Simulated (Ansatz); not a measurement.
A made-up structure of CH₃AlN, doublet:

```csv
atom,x (Å),y (Å),z (Å)
C1,0.0518,-0.5869,0.0975
N2,0.1814,-1.7706,0.2733
Al3,-0.2925,1.1571,-0.0333
H4,0.8496,-2.4291,-0.1269
H5,-1.3126,1.5853,-1.1556
H6,0.4689,2.0969,0.9769
```

It is relaxed with PBE-D4/def2-SVP and then PBE0-D4/def2-TZVP (Ansatz 0.2.0). Atoms count as bonded within 1.22 times the sum of their covalent radii (H–H: 0.88 Å). The end point is not checked to be a true minimum.

Does its bonding change? (Judge from chemistry; the calculation decides.)

Computed: No: no bond forms or breaks.

Where it ends: The first stage lowers the energy by 0.22 eV in 8 steps. It ends as CH₃AlN ([NH][C][AlH2]):
```
6
angstrom
C 0.0487 -0.6538 0.1161
N 0.1726 -1.8385 0.2970
Al -0.3092 1.2091 -0.0317
H 0.8766 -2.4277 -0.1503
H -1.3167 1.6246 -1.1714
H 0.4745 2.1389 0.9723
```

Labels in which every atom is bracketed show which atoms are joined, not bond orders.

For scale, one of the runs: PBE0-D4/def2-TZVP relaxation, 117 basis functions, launched by `ansatz run in.yaml --threads 2 --pin off --events-out ev --progress --plain --max-ram 4352MiB`. The run took about 33 s on 2 CPU threads of an Arm Neoverse V1 (shared host).
